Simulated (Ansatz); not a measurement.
Geometry optimisation, Ansatz, RKS LDA/def2-SVPD.

Input file:

```yaml
crystal:
  periodic: [false, false, false]
  atoms:
    - { symbol: B, position_ang: [0.0, 0.0, 0.0] }
    - { symbol: H, position_ang: [0.0, 0.0, 1.54] }
    - { symbol: H, position_ang: [1.0305, 0.0, -0.595] }
    - { symbol: H, position_ang: [-1.0305, 0.0, -0.595] }
    - { symbol: Cl, position_ang: [0.0903, -2.0478, 0.6811] }
    - { symbol: H, position_ang: [0.0386, -0.8759, 1.6586] }
basis:
  gaussian: { orbitals: def2-SVPD }
hamiltonian:
  xc: lda
relax:
  f_tol: 0.15
  max_steps: 25
  restrain:
    - { distance: [0, 4], at: 1.86, k: 30.0 }
    - { distance: [5, 1], at: 0.66, k: 30.0 }
    - { distance: [0, 1], at: 2.39, k: 30.0 }
    - { distance: [5, 4], at: 2.57, k: 30.0 }
```

Launched with:

```bash
$ ansatz run input.yaml --threads 1 --pin off --max-ram 2048MiB --backend cpu --events-out ev --progress --plain --runs-dir out
```

Task: Where does it end, and by what steps?

Result: The forces met the threshold. The restraints hold the end off the free minimum. After 7 steps the energy has fallen by 1.685 eV (the restraints' own energy left out); Cl5 moved furthest, 0.72 Å. Parted: Cl5–H6 (1.53 → 2.58 Å).

```
step  energy less start (eV)  largest force component (eV/Å)  accepted
   0                  0.0000                           3.628       yes
   1                 -0.0693                           4.003       yes
   2                 -0.7907                           4.222       yes
   3                 -1.4846                           2.971       yes
   4                 -1.6072                           2.386       yes
   5                 -1.7193                           1.493        no
   6                 -1.6910                           1.793       yes
   7                 -1.6854                           1.891       yes
```

```xyz
6
Properties=species:S:1:pos:R:3
B 0.022 -0.520 -0.249
H 0.028 0.292 1.991
H 1.082 0.040 -0.401
H -1.071 -0.026 -0.398
Cl 0.077 -2.315 0.016
H -0.008 -0.394 1.731
```

The run took 8.8 s on 1 thread of Arm Neoverse V1, on a shared host, peak memory 0.12 GiB.
